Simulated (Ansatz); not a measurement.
A made-up structure of BSi2H4, doublet:

```xyz
7
angstrom
B -1.0264 -0.5904 -0.3064
Si 0.0598 0.7197 -1.1681
Si 0.6587 -0.1611 0.7979
H -1.9900 -1.2834 -0.2733
H -0.0809 1.9862 -1.9467
H 0.6819 0.5589 2.1019
H 0.6745 0.6219 -2.4444
```

It is relaxed with PBE-D4/def2-SVP and then PBE0-D4/def2-TZVP (Ansatz 0.2.0). Atoms count as bonded within 1.22 times the sum of their covalent radii (H–H: 0.88 Å). The end point is not checked to be a true minimum.

(1) Does its bonding change? (Judge from chemistry; the calculation decides.)

Results:

(1) The calculation gives: No: no bond forms or breaks.

Where it ends: The first stage lowers the energy by 1.26 eV in 9 steps. It ends as BSi₂H₄ ([BH]1[SiH][SiH2]1):
B1  (-1.013, -0.574, -0.263)
Si2  (0.094, 0.794, -1.334)
Si3  (0.487, 0.050, 0.738)
H4  (-1.982, -1.253, -0.371)
H5  (-0.342, 2.171, -1.697)
H6  (0.837, 0.453, 2.132)
H7  (0.896, 0.210, -2.445)
(Å)

Labels in which every atom is bracketed show which atoms are joined, not bond orders.

For scale, one of the runs: PBE0-D4/def2-TZVP relaxation, 129 basis functions, launched by `ansatz run in.yaml --threads 2 --pin off --events-out ev --progress --plain --max-ram 4352MiB`. Hardware: 2 CPU threads of an Arm Neoverse V1, shared host. Wall time about 57 s.
